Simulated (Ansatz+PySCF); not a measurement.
Values are calculated unless marked as measured or tabulated.
Input for Ansatz (development build ahead of 0.2.0):

```yaml
crystal:
  periodic: [false, false, false]
  atoms:
    - { symbol: "N", position_ang: [0.0, 8.0e-05, -0.56658] }
    - { symbol: "N", position_ang: [0.0, -8.0e-05, 0.56658] }
    - { symbol: H, position_ang: [0.0, 0.91607, -0.841] }
    - { symbol: H, position_ang: [0.0, -0.91607, 0.841] }
basis:
  gaussian: { orbitals: def2-SVP }
magnetization:
  spin_polarized: true
hamiltonian:
  xc: hf
correlation:
  method: ccsd_t
  frozen_orbitals: { H: 0, "N": 1 }
scf:
  omitted_lower_state_checks: [starts, atomic_configurations, cluster_reference, orbital_swaps, given_window_search, neighbouring_geometries, increment]
```

The input is written out in the form of the current development build from the run's settings.

Output:

```json
{
 "Converged": "yes",
 "Reference energy": "-109.88930 hartree",
 "CCSD correlation energy": "-0.33220 hartree",
 "Triples correction": "-0.00937 hartree",
 "Total energy": "-110.23088 hartree",
 "Spin squared of the determinant": "0.000",
 "Stability test": "minimum",
 "Largest doubles amplitude": "0.12"
}
```
